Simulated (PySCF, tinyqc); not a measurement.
Worked calculation: RHF in the sto-3g basis, for H2O, spin multiplicity 1. The lowest restricted solution is unstable here: a spin-polarised one lies 0.0124 hartree lower (PySCF). One step of it, computed by the program tinyqc.

Problem. Iteration 2: building the Fock matrix. J_ij = sum D_kl (ij|kl), K_ij = sum D_kl (ik|jl); F = H + J - 0.5 K; E = tr D H + tr D J / 2 - 0.25 tr D K + E_nn.

D after iteration 1, order 1O 1s, 1O 2s, 1O 2px, 1O 2py, 1O 2pz, 2H 1s, 3H 1s:
$$\begin{pmatrix}
2.121558 & -0.516853 & 0.000000 & 0.000000 & -0.009078 & 0.018838 & 0.018838 \\
-0.516853 & 2.196836 & 0.000000 & 0.000000 & 0.047496 & -0.078117 & -0.078117 \\
0.000000 & 0.000000 & 2.000000 & 0.000000 & 0.000000 & 0.000000 & 0.000000 \\
0.000000 & 0.000000 & 0.000000 & 2.063686 & 0.000000 & -0.088152 & 0.088152 \\
-0.009078 & 0.047496 & 0.000000 & 0.000000 & 2.028491 & -0.052816 & -0.052816 \\
0.018838 & -0.078117 & 0.000000 & -0.088152 & -0.052816 & 0.007833 & 0.000302 \\
0.018838 & -0.078117 & 0.000000 & 0.088152 & -0.052816 & 0.000302 & 0.007833
\end{pmatrix}$$

core Hamiltonian H = T + V (hartree), order 1O 1s, 1O 2s, 1O 2px, 1O 2py, 1O 2pz, 2H 1s, 3H 1s:
$$\begin{pmatrix}
-32.402237 & -7.537372 & 0.000000 & 0.000000 & -0.009357 & -0.697941 & -0.697941 \\
-7.537372 & -9.030106 & 0.000000 & 0.000000 & -0.117281 & -1.838013 & -1.838013 \\
0.000000 & 0.000000 & -7.201543 & 0.000000 & 0.000000 & 0.000000 & 0.000000 \\
0.000000 & 0.000000 & 0.000000 & -7.269769 & 0.000000 & -1.165601 & 1.165601 \\
-0.009357 & -0.117281 & 0.000000 & 0.000000 & -7.238909 & -0.884347 & -0.884347 \\
-0.697941 & -1.838013 & 0.000000 & -1.165601 & -0.884347 & -3.834785 & -0.481333 \\
-0.697941 & -1.838013 & 0.000000 & 1.165601 & -0.884347 & -0.481333 & -3.834785
\end{pmatrix}$$

Two-electron integrals (ij|kl) in chemists' order, unique and non-zero (hartree):
```
(11|11) 4.785065    (21|11) 0.741380    (21|21) 0.136873    (22|11) 1.118947
(22|21) 0.256633    (22|22) 0.817206    (31|31) 0.024477    (32|31) 0.037809
(32|32) 0.180518    (33|11) 1.115814    (33|21) 0.256684    (33|22) 0.817023
(33|33) 0.880159    (41|41) 0.024477    (42|41) 0.037809    (42|42) 0.180518
(43|43) 0.047444    (44|11) 1.115814    (44|21) 0.256684    (44|22) 0.817023
(44|33) 0.785270    (44|44) 0.880159    (51|51) 0.024477    (52|51) 0.037809
(52|52) 0.180518    (53|53) 0.047444    (54|54) 0.047444    (55|11) 1.115814
(55|21) 0.256684    (55|22) 0.817023    (55|33) 0.785270    (55|44) 0.785270
(55|55) 0.880159    (61|11) 0.068735    (61|21) 0.012599    (61|22) 0.023527
(61|33) 0.023485    (61|41) 0.000438    (61|42) 0.000834    (61|44) 0.023569
(61|51) 0.000324    (61|52) 0.000617    (61|54) 0.000062    (61|55) 0.023531
(61|61) 0.001173    (62|11) 0.197759    (62|21) 0.046061    (62|22) 0.166424
(62|33) 0.163441    (62|41) 0.002740    (62|42) 0.022627    (62|44) 0.169113
(62|51) 0.002027    (62|52) 0.016745    (62|54) 0.004198    (62|55) 0.166548
(62|61) 0.004328    (62|62) 0.045170    (63|31) 0.004428    (63|32) 0.027174
(63|43) 0.004475    (63|53) 0.003312    (63|63) 0.005884    (64|11) 0.125411
(64|21) 0.029551    (64|22) 0.114113    (64|33) 0.109212    (64|41) 0.005930
(64|42) 0.041456    (64|44) 0.121794    (64|51) 0.001112    (64|52) 0.010569
(64|54) 0.006000    (64|55) 0.111201    (64|61) 0.002874    (64|62) 0.037745
(64|64) 0.037107    (65|11) 0.092811    (65|21) 0.021870    (65|22) 0.084450
(65|33) 0.080823    (65|41) 0.001112    (65|42) 0.010569    (65|44) 0.083511
(65|51) 0.005251    (65|52) 0.034996    (65|54) 0.006464    (65|55) 0.088918
(65|61) 0.002127    (65|62) 0.027934    (65|64) 0.023107    (65|65) 0.022984
(66|11) 0.390317    (66|21) 0.092317    (66|22) 0.384609    (66|33) 0.371366
(66|41) 0.005964    (66|42) 0.070212    (66|44) 0.396791    (66|51) 0.004414
(66|52) 0.051960    (66|54) 0.018816    (66|55) 0.385291    (66|61) 0.008705
(66|62) 0.142847    (66|64) 0.136768    (66|65) 0.101216    (66|66) 0.774606
(71|11) 0.068735    (71|21) 0.012599    (71|22) 0.023527    (71|33) 0.023485
(71|41) -0.000438   (71|42) -0.000834   (71|44) 0.023569    (71|51) 0.000324
(71|52) 0.000617    (71|54) -0.000062   (71|55) 0.023531    (71|61) 0.001156
(71|62) 0.004194    (71|64) 0.002594    (71|65) 0.002065    (71|66) 0.008403
(71|71) 0.001173    (72|11) 0.197759    (72|21) 0.046061    (72|22) 0.166424
(72|33) 0.163441    (72|41) -0.002740   (72|42) -0.022627   (72|44) 0.169113
(72|51) 0.002027    (72|52) 0.016745    (72|54) -0.004198   (72|55) 0.166548
(72|61) 0.004194    (72|62) 0.034541    (72|64) 0.020412    (72|65) 0.020705
(72|66) 0.085766    (72|71) 0.004328    (72|72) 0.045170    (73|31) 0.004428
(73|32) 0.027174    (73|43) -0.004475   (73|53) 0.003312    (73|63) 0.004295
(73|73) 0.005884    (74|11) -0.125411   (74|21) -0.029551   (74|22) -0.114113
(74|33) -0.109212   (74|41) 0.005930    (74|42) 0.041456    (74|44) -0.121794
(74|51) -0.001112   (74|52) -0.010569   (74|54) 0.006000    (74|55) -0.111201
(74|61) -0.002594   (74|62) -0.020412   (74|64) -0.008184   (74|65) -0.012056
(74|66) -0.048604   (74|71) -0.002874   (74|72) -0.037745   (74|74) 0.037107
(75|11) 0.092811    (75|21) 0.021870    (75|22) 0.084450    (75|33) 0.080823
(75|41) -0.001112   (75|42) -0.010569   (75|44) 0.083511    (75|51) 0.005251
(75|52) 0.034996    (75|54) -0.006464   (75|55) 0.088918    (75|61) 0.002065
(75|62) 0.020705    (75|64) 0.012056    (75|65) 0.016522    (75|66) 0.055574
(75|71) 0.002127    (75|72) 0.027934    (75|74) -0.023107   (75|75) 0.022984
(76|11) 0.046840    (76|21) 0.011020    (76|22) 0.043612    (76|33) 0.042607
(76|44) 0.043437    (76|51) 0.000741    (76|52) 0.007487    (76|55) 0.044746
(76|61) 0.001024    (76|62) 0.011866    (76|64) 0.008746    (76|65) 0.008306
(76|66) 0.040801    (76|71) 0.001024    (76|72) 0.011866    (76|74) -0.008746
(76|75) 0.008306    (76|76) 0.004151    (77|11) 0.390317    (77|21) 0.092317
(77|22) 0.384609    (77|33) 0.371366    (77|41) -0.005964   (77|42) -0.070212
(77|44) 0.396791    (77|51) 0.004414    (77|52) 0.051960    (77|54) -0.018816
(77|55) 0.385291    (77|61) 0.008403    (77|62) 0.085766    (77|64) 0.048604
(77|65) 0.055574    (77|66) 0.244315    (77|71) 0.008705    (77|72) 0.142847
(77|74) -0.136768   (77|75) 0.101216    (77|76) 0.040801    (77|77) 0.774606
```

nuclear repulsion = 6.54061517 hartree

Give: Coulomb J; exchange K; Fock matrix F; total energy of this density.

Solution.

Coulomb J (hartree), order 1O 1s, 1O 2s, 1O 2px, 1O 2py, 1O 2pz, 2H 1s, 3H 1s:
$$\begin{pmatrix}
18.527 & 3.532 & 0.000 & 0.000 & 0.001 & 0.325 & 0.325 \\
3.532 & 8.779 & 0.000 & 0.000 & 0.001 & 1.727 & 1.727 \\
0.000 & 0.000 & 8.772 & 0.000 & 0.000 & 0.000 & 0.000 \\
0.000 & 0.000 & 0.000 & 8.771 & 0.000 & 1.163 & -1.163 \\
0.001 & 0.001 & 0.000 & 0.000 & 8.771 & 0.861 & 0.861 \\
0.325 & 1.727 & 0.000 & 1.163 & 0.861 & 3.849 & 0.442 \\
0.325 & 1.727 & 0.000 & -1.163 & 0.861 & 0.442 & 3.849
\end{pmatrix}$$

exchange K (hartree), order 1O 1s, 1O 2s, 1O 2px, 1O 2py, 1O 2pz, 2H 1s, 3H 1s:
$$\begin{pmatrix}
9.836 & 1.714 & 0.000 & 0.000 & 0.000 & 0.169 & 0.169 \\
1.714 & 2.861 & 0.000 & 0.000 & 0.006 & 0.522 & 0.522 \\
0.000 & 0.000 & 2.354 & 0.000 & 0.000 & 0.000 & 0.000 \\
0.000 & 0.000 & 0.000 & 2.361 & 0.000 & 0.280 & -0.280 \\
0.000 & 0.006 & 0.000 & 0.000 & 2.356 & 0.210 & 0.210 \\
0.169 & 0.522 & 0.000 & 0.280 & 0.210 & 0.183 & 0.087 \\
0.169 & 0.522 & 0.000 & -0.280 & 0.210 & 0.087 & 0.183
\end{pmatrix}$$

Fock matrix F (hartree), order 1O 1s, 1O 2s, 1O 2px, 1O 2py, 1O 2pz, 2H 1s, 3H 1s:
$$\begin{pmatrix}
-18.793 & -4.863 & 0.000 & 0.000 & -0.008 & -0.457 & -0.457 \\
-4.863 & -1.681 & 0.000 & 0.000 & -0.119 & -0.372 & -0.372 \\
0.000 & 0.000 & 0.393 & 0.000 & 0.000 & 0.000 & 0.000 \\
0.000 & 0.000 & 0.000 & 0.321 & 0.000 & -0.142 & 0.142 \\
-0.008 & -0.119 & 0.000 & 0.000 & 0.354 & -0.129 & -0.129 \\
-0.457 & -0.372 & 0.000 & -0.142 & -0.129 & -0.077 & -0.083 \\
-0.457 & -0.372 & 0.000 & 0.142 & -0.129 & -0.083 & -0.077
\end{pmatrix}$$

total energy of this density = -73.48728 hartree
